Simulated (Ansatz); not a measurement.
System: C₂H, net charge 0, doublet state. It need not be the lowest isomer of its formula. 
Structure (B3LYP-D3(BJ)/def2-TZVP (Ansatz, a program for electronic structure) minimum search):
```
C
C 1 1.2000
H 1 1.0642 2 180.00
```
Charge 0, spin multiplicity 2.

Parts of the frozen-core correlation energy in cc-pVDZ (Ansatz, hartree). Frozen orbitals: 2; correlated occupied orbitals by spin: 5 and 4; virtual: 26 and 27. Open shells are spin-unrestricted. Spin-orbit coupling is left out. No relativistic terms.

| term | value |
|---|---|
| reference (HF) | -76.15679 |
| MP2 opposite-spin | (withheld) |
| MP2 same-spin | (withheld) |
| CCSD correlation | -0.23146 |
| (T) | (withheld) |
| CCSDT minus CCSD(T) | -0.00156 |
| CCSDT(Q) minus CCSD(T) | -0.00252 |
| T1 diagnostic | 0.061 |
| largest doubles amplitude | 0.103 |
| <S^2> of the reference | 1.109 |

Task: What belongs in the gaps?

Result: 
- MP2 opposite-spin, value: -0.14240
- MP2 same-spin, value: -0.05317
- (T), value: -0.00976
